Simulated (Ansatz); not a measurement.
A run of Ansatz (development build ahead of 0.2.0) on triplet F₂ at this shape:

```xyz
2

F     0.0000    0.0000    0.0000
F     0.0000    0.0000    2.8239
```

Its results:

* Converged: yes
* Total energy: -199.33970 hartree
* Spin squared of the determinant: 2.003
* Stability test: minimum

(1) Which input gives this output? Name the method, the orbitals and the basis set, and write the input.

Results:

(1) PBE (unrestricted) in pcseg-2.

```yaml
crystal:
  periodic: [false, false, false]
  atoms:
    - { symbol: F, position_ang: [0.0, 0.0, 0.0] }
    - { symbol: F, position_ang: [0.0, 0.0, 2.8239] }
basis:
  gaussian: { orbitals: pcseg-2 }
magnetization:
  spin_polarized: true
  initial_magnetization: 2
hamiltonian:
  xc: pbe
```
